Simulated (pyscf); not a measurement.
PySCF, gas phase, ωB97X-D3(BJ)/def2-SVP geometries.

Task: Estimate the classical barrier height and the reaction energy of `[ClH]` + `[Cl][SnH2][Cl]` -> `[Cl][SnH]([Cl])[Cl]` + `[H][H]` at ωB97M-D3(BJ)/def2-TZVP. The step runs on the singlet surface, breaks Cl–H, H–Sn and forms Cl–Sn, H–H; take the separated reactants as zero.

Result: ΔE‡ = 30.6 kcal/mol, ΔE = -14.6 kcal/mol. Zero-point energy shifts the barrier by 0.0 kcal/mol. It is a four-centre exchange, with an imaginary mode of 1198i cm⁻¹. On the reactant side the descent ends in a complex (not fully relaxed), 5.1 kcal/mol under the separated species and 32.6 kcal/mol under the saddle at ωB97X-D3(BJ)/def2-TZVP. At ωB97X-D3(BJ) the barrier from the zero used here is 27.5 kcal/mol. One saddle was located; it need not be the lowest between these sides. Elements past Kr carry the def2 core potentials, without spin-orbit coupling.
